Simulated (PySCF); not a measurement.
Species: C3H9P.
InChI=1S/C3H9P/c1-4(2)3/h1-3H3

Level: CAM-B3LYP/def2-SVPD in PySCF, non-relativistic, on one gas-phase PBE0-D3(BJ)/def2-SVP geometry that isn't relaxed in the solvent. The solvent is an IEF-PCM continuum (cavity from Bondi-type radii × 1.2), and excitations are vertical TDDFT with non-equilibrium linear response and a frozen core. The model holds no explicit solvent molecules, cavitation or dispersion.

| run | E − E(gas) (kJ/mol) | HOMO (eV) | HOMO–LUMO gap (eV) | dipole (D) | lowest singlet (eV) | static polarisability (au) |
| --- | --- | --- | --- | --- | --- | --- |
| gas | 0.00 | -7.67 | 9.08 | 1.25 | 6.36 | 66.1 |
| P | -7.76 | -7.72 | 9.30 | 1.67 | 6.57 | 83.8 |
| Q | -4.74 | -7.69 | 9.21 | 1.49 | 6.48 | 76.5 |

**Question.** The runs were made in benzene and chloroform. Which run belongs to which solvent?

**Answer.** P = chloroform, Q = benzene. The dielectric constants are 2.271 (benzene), 4.711 (chloroform), and the energy falls further as ε rises. The optical constants n² used for the excitations are 2.25, 2.09 in the same order. In this model the ground state sees the solvent through ε alone.

**Question.** How constant is the ratio of the lowering to (ε − 1)/(2ε + 1)?

**Answer.** 
| solvent | (ε − 1)/(2ε + 1) | E − E(gas) (kJ/mol) | ratio (kJ/mol) | polarisation term (kJ/mol) |
| --- | --- | --- | --- | --- |
| benzene | 0.229 | -4.74 | -20.7 | -5.13 |
| chloroform | 0.356 | -7.76 | -21.8 | -8.89 |

The ratio changes by +5.6 % in size from benzene to chloroform. The polarisation term is half the interaction of the solute with the induced surface charges.
